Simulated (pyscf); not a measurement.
F–C:–F [singlet] + CH₄ → H₂C=C(F)–F + H₂, a concerted two-bond exchange (singlet surface; C–H, C–H broken, C–C, H–H formed). Single points on ωB97X-D3(BJ)/def2-SVP structures (PySCF, gas phase). Energies in kJ/mol from the separated reactants.

AM1 to PM7: differences of heats of formation from MOPAC, which are fitted to 298 K values and so differ in kind from electronic energies by zero-point and thermal terms. 

### Question
In single points AM1 puts the saddle at 345.3 kJ/mol and the reaction energy at -34.7 kJ/mol. Should these be trusted to within a few kcal/mol? Compare with ωB97M-D3(BJ)/def2-TZVP.

### Answer
ωB97M-D3(BJ)/def2-TZVP gives ΔE‡ = 315.7 kJ/mol and ΔE = -60.6 kJ/mol. AM1 lies 29.6 kJ/mol over it in the barrier and 25.8 kJ/mol over it in the reaction energy, so on this step it does not hold to within 12.6 kJ/mol. ωB97M-D3(BJ)/def2-TZVP has limits of its own. The same reactants have a lower exit, to H₃C–CH(F)–F (barrier +165.1 kJ/mol at ωB97M-D3(BJ)/def2-TZVP, against +315.7 kJ/mol here). One saddle was located; it need not be the lowest between these sides. A restricted solution here is unstable towards spin polarisation, so biradical character is likely and single-reference numbers are less safe.
